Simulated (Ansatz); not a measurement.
We consider hcp Lu, described by PBE in Ansatz (plane waves, PAW).

Numerical settings: plane-wave cutoff 520 eV, 18×18×10 k mesh (along the axes of the cell as run), Fermi–Dirac smearing 0.05 eV, scalar-relativistic PAW data made under PBE.

Cell (relaxed at this level):

```yaml
crystal:
  lattice:
    - [1.75352, -3.03719, 0.00000]
    - [1.75352, 3.03719, 0.00000]
    - [0.00000, 0.00000, 5.46305]
  atoms:
    - { symbol: Lu, position: [0.33333, 0.66667, 0.25000] }
    - { symbol: Lu, position: [0.66667, 0.33333, 0.75000] }
```

### Question
What does this level give for the bulk modulus B0 and pressure derivative B′ of the bulk modulus?

### Answer

- bulk modulus B0: 46.4 GPa
- pressure derivative B′ of the bulk modulus: 3.5

The run finds no gap.

Measured, for comparison: bulk modulus 47.6 GPa (room temperature, no zero-point or thermal correction; as tabulated in Wikipedia's data pages). Computed (rounded) less measured: bulk modulus -3 %.

Note: the bulk modulus comes from volumes at which shape and atoms were relaxed.

Spin–orbit coupling is not included.

The computed numbers hold no vibrational or temperature effects.

Ansatz is a quantum-chemistry and plane-wave program.
